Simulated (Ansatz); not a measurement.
Solid chlorine was calculated with HSE06 in Ansatz (PAW).

Numerical settings: plane-wave cutoff 520 eV, 6×6×4 k mesh (along the axes of the cell as run), Fermi–Dirac smearing 0.01 eV, scalar-relativistic PAW data made under PBE.

Starting structure:

```
Cl
1.0
    3.12000    -2.24000     0.00000
    3.12000     2.24000     0.00000
    0.00000     0.00000     8.26000
Cl
4
Direct
  0.12300   0.87700   0.89700
  0.37700   0.62300   0.39700
  0.62300   0.37700   0.60300
  0.87700   0.12300   0.10300
```

Task: Into what structure does the relaxation of cell and atoms lead at this level, with the symmetry of the start kept?

Result: The volume goes up by 26 %; final space group Cmce.
```
Cl
1.0
    3.69508    -2.31489     0.00000
    3.69508     2.31489     0.00000
    0.00000     0.00000     8.53141
Cl
4
Direct
  0.10910   0.89090   0.89988
  0.39090   0.60910   0.39988
  0.60910   0.39090   0.60012
  0.89090   0.10910   0.10012
```

Note: the cell comes from a level without a dispersion term, which matters for the spacing of layers, chains or molecules.

Ansatz is a first-principles code.
